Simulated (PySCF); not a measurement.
A geometry optimisation, step by step.

Compound: thiopropynal, C3H2S.
Numbering: `[CH:1]#[C:2][CH:3]=[S:4]` (hydrogens: H5 on C1; H6 on C3)

Computed by this run: PBE0/6-31+G* geometry optimisation, gas phase (PySCF 2.14.0); density fitting, grid level 1; the optimiser is geomeTRIC in internal coordinates, started from a GFN2-xTB structure. The frame can shift and turn from step to step; on so coarse a grid that alone can change the energy by a few meV, and forces under 0.02 eV/Å are noise.

Step 0: E = -13967.8332 eV, largest atomic force 0.794 eV/Å
```
atom  x, y, z in Å  |  force x, y, z in eV/Å
C1      1.542   -0.200   -0.060    0.158   0.103   0.010
C2      0.360    0.032   -0.007   -0.103  -0.022   0.003
C3     -1.016    0.241    0.049   -0.584  -0.088  -0.014
S4     -2.111   -0.956   -0.088   -0.199  -0.065   0.002
H5      2.575   -0.382   -0.105    0.777  -0.159  -0.036
H6     -1.347    1.267    0.190   -0.049   0.231   0.035
```

Step 1: E = -13967.8602 eV, largest atomic force 0.184 eV/Å
```
atom  x, y, z in Å  |  force x, y, z in eV/Å
C1      1.546   -0.189   -0.075    0.173  -0.061  -0.013
C2      0.346   -0.022   -0.030   -0.113   0.024   0.006
C3     -1.044    0.222    0.030   -0.009   0.071   0.011
S4     -2.206   -0.915   -0.076   -0.004  -0.031  -0.002
H5      2.599   -0.378   -0.121   -0.065   0.028   0.006
H6     -1.322    1.273    0.162    0.017  -0.031  -0.007
```

Step 2: E = -13967.8603 eV, largest atomic force 0.062 eV/Å
```
atom  x, y, z in Å  |  force x, y, z in eV/Å
C1      1.545   -0.192   -0.076   -0.013  -0.023  -0.004
C2      0.344   -0.020   -0.029    0.023   0.057   0.010
C3     -1.045    0.227    0.032    0.018  -0.041  -0.015
S4     -2.196   -0.920   -0.077   -0.033   0.008   0.007
H5      2.596   -0.380   -0.121    0.005   0.008   0.002
H6     -1.326    1.277    0.162    0.001  -0.009   0.000
```

Step 3: E = -13967.8605 eV, largest atomic force 0.075 eV/Å
```
atom  x, y, z in Å  |  force x, y, z in eV/Å
C1      1.546   -0.191   -0.076   -0.074  -0.008  -0.001
C2      0.345   -0.020   -0.030    0.043   0.005  -0.003
C3     -1.045    0.224    0.030    0.001  -0.018   0.006
S4     -2.203   -0.917   -0.076    0.009   0.005   0.000
H5      2.597   -0.375   -0.120    0.028   0.004   0.001
H6     -1.323    1.273    0.162   -0.007   0.013  -0.004
```

Step 4: E = -13967.8605 eV, largest atomic force 0.022 eV/Å
```
atom  x, y, z in Å  |  force x, y, z in eV/Å
C1      1.546   -0.191   -0.076   -0.001  -0.015  -0.002
C2      0.345   -0.020   -0.029    0.000   0.007   0.008
C3     -1.045    0.223    0.032   -0.004   0.003  -0.021
S4     -2.203   -0.918   -0.076    0.005  -0.002   0.008
H5      2.598   -0.374   -0.121    0.001   0.007   0.001
H6     -1.324    1.273    0.160   -0.001   0.000   0.006
```

Problem. Summarise the path.

Solution. The energy falls by 0.63 kcal/mol from step 0 to step 4; nine tenths of that is first reached at step 1. It falls at every step. The largest force goes from 0.794 to 0.022 eV/Å. Among the bonds C2–C3 changes most (a near tie, within 0.001 Å, with another), from 1.393 to 1.412 Å; the atoms move by 0.047 Å rms after alignment.

What follows is the cost of the whole optimisation. Hardware: one thread of an Arm Neoverse V1, no GPU, shared host with 32 logical CPUs at a one-minute load of 29. Cost: 7.0 s, 0.40 GiB resident at most.
